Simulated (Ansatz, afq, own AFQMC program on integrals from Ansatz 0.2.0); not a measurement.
AFQMC on a folder of integrals that Ansatz 0.2.0 wrote.

```yaml
crystal:
  periodic: [false, false, false]
  atoms:
    - {symbol: B, position_ang: [0.000000, 0.000000, 1.051329]}
    - {symbol: Al, position_ang: [0.000000, 0.000000, -0.857484]}
    - {symbol: H, position_ang: [0.000000, 0.000000, 2.234417]}
    - {symbol: H, position_ang: [0.000000, 0.000000, -2.428262]}
basis:
  gaussian: {orbitals: 6-31G}
magnetization: {spin_polarized: true, initial_magnetization: 2}
correlation: {method: ccsd_t, electrons: outside_noble_gas, hamiltonian_folder: ham}
```

```sh
$ ansatz run in.yaml --threads 1 --pin off --events-out ev --progress --plain --max-ram 15360MiB --backend cuda --devices 0, --max-vram 18GiB
```

afq runs on the folder ham with

```
--method phaseless --trial hf --walkers 4000 --populations 20 --least-time 40 --time-step 0.005 --steps-per-block 20 --equilibration-blocks 112 --max-blocks 4000 --target-error 0.0008500 --factor-cut 1e-05 --start spin_pure --seed 5787 --taylor-order 6
```

Times are imaginary, in 1/Eh. The walk had a cap of 49 s. With eight or more populations the least sampling time is a fifth of least-time, and the error comes from their spread.

Output of the walk:

```
orbitals 20  electrons 5 3  factors 124 of 328
reference energy -267.60892156 Eh
CCSD correlation -0.09531899 Eh in 10 cycles, weight of the determinant in the CISD state 0.9167
energy of the start -267.609266 Eh
 block  time / (1/Eh)  mean weight  energy / Eh
     1     0.100  1.0002  -267.621837
     2     0.200  1.0004  -267.632187
     3     0.300  1.0006  -267.641323
     4     0.400  1.0003  -267.648930
     5     0.500  1.0006  -267.656060
    10     1.000  1.0002  -267.677310
    25     2.500  1.0000  -267.697931
    29     2.900  1.0000  -267.700236
    49     4.900  1.0000  -267.702558
    69     6.900  1.0000  -267.703618
    89     8.900  0.9999  -267.703405
   109    10.900  0.9997  -267.703091
   129    12.900  0.9999  -267.699620
   137    13.700  0.9999  -267.707323
   149    14.900  1.0000  -267.702850
   169    16.900  1.0000  -267.701665
   189    18.900  0.9999  -267.701799
error from the spread of 20 populations
energy -267.703600 +/- 0.000828 Eh
(rows thinned)
```

The run passed its tests (sampling time, drift between the halves within three errors, error under three times the target), which doesn't prove that it has relaxed.

Against this walk (error 22.5 meV) on the same determinant: CCSD(T) 84.0 meV lower, CCSDT(Q) 112.9 meV lower, CCSDTQ 114.0 meV lower, full CI 114.4 meV lower, a separate phaseless walk with a CISD trial and standard settings 98.8 ± 22.6 meV lower. The error is statistical and leaves out the bias of the constraint. Full CI is exact here, so the walk's 114 meV above it is the walk's own error: the bias of the constraint with this trial.

Cautions: constraint bias not in the error.

The walk took 11 s on 1 × NVIDIA H100 80GB HBM3 with 2 threads of AMD EPYC 7R13 Processor (Zen 3) (shared host) (the card was shared). The log's last line is the phaseless energy.

CCSDT and higher add their correlation energy to the determinant of the CCSD(T) run, since their own runs factorise the integrals more tightly (a shift of under 2 meV). A walk keeps the symmetry of its determinant, which the program's search chose and which needn't be the lowest solution, so a lower state of the same spin and another symmetry isn't excluded.
